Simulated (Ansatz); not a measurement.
Task: Name a neutral molecule of C, O and H with HOMO–LUMO gap (B3LYP/def2-TZVPP) between 6.95 and 7.25 eV and LUMO energy (PBE/def2-TZVPP) between -1.50 and -1.20 eV (Ansatz, PBE0-D4/def2-TZVP geometry).

Result: `C=CCOC=O` (7.25 eV, -1.29 eV). Other molecules can fit too; these were computed, each in one conformer that needn't be the lowest.

B3LYP here is the variant with VWN-RPA as its local correlation; programs differ in this.
